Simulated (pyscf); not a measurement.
Structures and frequencies: ωB97X-D3(BJ)/def2-SVP in PySCF. MP2 and CC: frozen core, UHF for open shells. ΔMP2 is the change of the MP2 total energy from the triple- to the quadruple-zeta basis.

Estimate by transition-state theory the rate constant of `[OH][AsH2]` + `[H]` [doublet] -> `[AsH2]` [doublet] + `[OH2]` (doublet surface; As–O broken, H–O formed) at 298 K, with CCSD(T)/def2-TZVPP + ΔMP2(QZVPP) energies (ideal gas, 1 atm, RRHO with modes under 100 cm⁻¹ raised to 100, one conformer, R ln 2 for rigid chiral ones; no tunnelling).

The electronic barrier is 10.0 kcal/mol and the thermal terms add +5.8, so ΔG‡ = 15.7 kcal/mol. With k_BT/h = 6.21e+12 s⁻¹ and RT = 0.592 kcal/mol, and a volume of 4.06e-20 cm³ per molecule at 1 atm, k = 7.3e-19 cm³ molecule⁻¹ s⁻¹. Wigner's tunnelling factor for 1491i cm⁻¹ would be 3.16, likely too low at so high a frequency. A shift of 1 kcal/mol in the barrier changes k by a factor 5.4. This is the saddle that the search found; another between the same sides may lie lower. The angle at the attacked O is 152°. The CCSD(T) − MP2 part came from Ansatz, without density fitting, on the same reference. The frozen core leaves the outer d or s,p core shells of the metals and heavy elements correlated in the MP2 and CC values, and def2-TZVPP describes them poorly, which can shift differences by a few kcal/mol. Elements up to Kr have no core potential and no relativistic terms here.
